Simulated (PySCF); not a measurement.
# Li2H2 ((LiH)2 ring): CCSDT/STO-6G

Aim: the vertical ionisation energy of Li2H2 ((LiH)2 ring) at CCSDT/STO-6G, from 2 runs. Input form: a Python script.

The calculation is run with PySCF 2.14.0.

4 further runs of the same task are left out: 4 set aside as unsound or not needed.

**1. The system as given**

Li2H2 has 4 atoms, charge 0, and is taken as a singlet. The shape comes from GFN2-xTB, which is rough for such elements, and wasn't checked as a minimum.

Bond lengths: Li1–H2 1.684 Å, H2–Li3 1.685 Å, Li1–H4 1.686 Å, Li3–H4 1.684 Å. Angles: Li1–H2–Li3 81.5°, Li1–H4–Li3 81.5°, H2–Li1–H4 98.5°, H2–Li3–H4 98.5°.

**2. A single-point energy at CCSDT/STO-6G**

job.py reads:

```python
from pyscf import gto, scf, cc

mol = gto.M(
    atom='''
Li     0.748450     0.467780    -0.657020
H     -0.711410     1.057560    -0.059410
Li    -0.748660    -0.467860     0.656490
H      0.711620    -1.057470     0.059940
''',
    spin=0,
    basis='sto-6g',
    max_memory=1860,
    charge=0,
    verbose=3,
)

myscf = scf.RHF(mol)
myscf.conv_tol = 1e-10
myscf.kernel()
if not myscf.converged:
    myscf = myscf.newton().run(myscf.mo_coeff, myscf.mo_occ)

mycc = cc.CCSDT(myscf)
mycc.kernel()
e_final = mycc.e_tot
print('Final energy', e_final)
```

On the command line:

```
OMP_NUM_THREADS=1 python job.py
```

The log of the run:

```text
converged SCF energy = -15.978865698379
_make_eris_incore_RCCSDT

WARN: A large `blksize` is being used, which may cause large memory consumption
      for storing contraction intermediates. If memory is sufficient, consider using
      `pyscf.cc.rccsdt_highm.RCCSDT` instead.

WARN: A large `blksize_oovv` is being used, which may cause large memory consumption
      for storing contraction intermediates. If memory is sufficient, consider using
      `pyscf.cc.rccsdt_highm.RCCSDT` instead.

WARN: A large `blksize_oooo` is being used, which may cause large memory consumption
      for storing contraction intermediates. If memory is sufficient, consider using
      `pyscf.cc.rccsdt_highm.RCCSDT` instead.

RCCSDT converged
E(RCCSDT) = -16.01792884470011   E_corr = -0.03906314632111164
E_corr(same-spin) = -0.000887636338114961
E_corr(oppo-spin) = -0.0381755099829967
Final energy -16.017928844700112
```

Run time: 0.95 s. Hardware: 1 thread of Arm Neoverse V1, shared host; peak memory 0.1 GiB.

**3. The doublet cation, same level**

input.py reads:

```python
from pyscf import gto, cc

molecule = gto.M(
    atom='''
Li     0.748450     0.467780    -0.657020
H     -0.711410     1.057560    -0.059410
Li    -0.748660    -0.467860     0.656490
H      0.711620    -1.057470     0.059940
''',
    max_memory=1860,
    charge=1,
    verbose=4,
    spin=1,
    basis='sto-6g',
)

hf = molecule.UHF()
hf.conv_tol = 1e-10
hf.kernel()
if not hf.converged:
    hf = hf.newton().run(hf.mo_coeff, hf.mo_occ)

mycc = cc.CCSDT(hf)
mycc.kernel()
e_final = mycc.e_tot
print(f'total energy: {e_final:.8f} hartree')
```

On the command line:

```
OMP_NUM_THREADS=1 python input.py
```

The log of the run:

```text
PySCF version 2.14.0

[INPUT] num. atoms = 4
[INPUT] num. electrons = 7
[INPUT] charge = 1
[INPUT] spin (= nelec alpha-beta = 2S) = 1
[INPUT] symmetry False subgroup None
[INPUT] Mole.unit = angstrom
[INPUT] Symbol           X                Y                Z      unit          X                Y                Z       unit  Magmom
[INPUT]  1 Li     0.748450000000   0.467780000000  -0.657020000000 AA    1.414365517931   0.883976086549  -1.241587858362 Bohr   0.0
[INPUT]  2 H     -0.711410000000   1.057560000000  -0.059410000000 AA   -1.344370062277   1.998498760295  -0.112268629060 Bohr   0.0
[INPUT]  3 Li    -0.748660000000  -0.467860000000   0.656490000000 AA   -1.414762360417  -0.884127264639   1.240586303516 Bohr   0.0
[INPUT]  4 H      0.711620000000  -1.057470000000   0.059940000000 AA    1.344766904763  -1.998328684944   0.113270183906 Bohr   0.0

[... 76 lines left out ...]
converged SCF energy = -15.7018552139781  <S^2> = 0.81112871  2S+1 = 2.060222
[... 16 lines left out ...]
WARN: A large `blksize_v_aaa` is being used, which may cause large memory consumption
[... 3 lines left out ...]
WARN: A large `blksize_v_aab` is being used, which may cause large memory consumption
[... 10 lines left out ...]
Init t2, MP2 energy = -0.0173737837040998
[... 15 lines left out ...]
UCCSDT converged
[... 3 lines left out ...]
total energy: -15.73378403 hartree
```

It took 1.3 s on 1 thread of Arm Neoverse V1, shared host; peak memory 0.12 GiB.

**4. Summary of results**

At CCSDT/STO-6G:

| quantity | value |
| --- | --- |
| singlet Li2H2: total energy | -16.01793 Eh |
| singlet Li2H2: dipole moment (Hartree–Fock density) | 0.00 D |
| singlet Li2H2: HOMO energy (Hartree–Fock orbitals) | -8.34 eV |
| singlet Li2H2: LUMO energy (Hartree–Fock orbitals) | 3.04 eV |
| singlet Li2H2: HOMO–LUMO gap (Hartree–Fock orbitals) | 11.38 eV |
| singlet Li2H2: correlation energy | -39.1 mEh |
| singlet Li2H2: T1 diagnostic | 0.006 |
| doublet cation: total energy | -15.73378 Eh |
| doublet cation: HOMO energy (Hartree–Fock orbitals) (highest over α and β) | -14.98 eV |
| doublet cation: LUMO energy (Hartree–Fock orbitals) (lowest over α and β) | -6.91 eV |
| doublet cation: correlation energy | -31.9 mEh |
| doublet cation: ⟨S²⟩ of the reference determinant | 0.811 |
| doublet cation: T1 diagnostic | 0.017 |
| vertical ionisation energy (to the doublet cation) | 7.732 eV |

In words: The vertical ionisation energy comes to 7.73 eV (178 kcal/mol). In a minimal basis such a difference can be off by several eV, whatever the method.
